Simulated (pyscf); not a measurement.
PySCF, gas phase, ωB97X-D3(BJ)/def2-SVP geometries.

Problem. H₃C–AlH–CH₃ (SMILES [CH3][AlH][CH3]) + NH₃ (SMILES N) -> H₃C–Al(CH₃)–NH₂ (SMILES [CH3][Al]([CH3])[NH2]) + H₂ (SMILES [H][H])
Surface: singlet. Broken: Al–H, H–N. Formed: Al–N, H–H. Give ΔE‡ and ΔE from ωB97M-D3(BJ)/def2-TZVP, relative to the separated reactants.

Solution. ΔE‡ = 5.9 kJ/mol, ΔE = -79.5 kJ/mol. Zero-point energy shifts the barrier by -0.6 kJ/mol. It is a four-centre exchange, with an imaginary mode of 1277i cm⁻¹. On the reactant side the descent ends in an adduct with a Al–N contact (not fully relaxed), 121.2 kJ/mol under the separated species and 122.1 kJ/mol under the saddle at ωB97X-D3(BJ)/def2-TZVP. What is counted as formed (Al–N) is already present as a longer contact in the reactant adduct; forming that adduct is a step of its own. At the saddle there is also a short Al–H contact that neither side keeps. One saddle was located; it need not be the lowest between these sides.
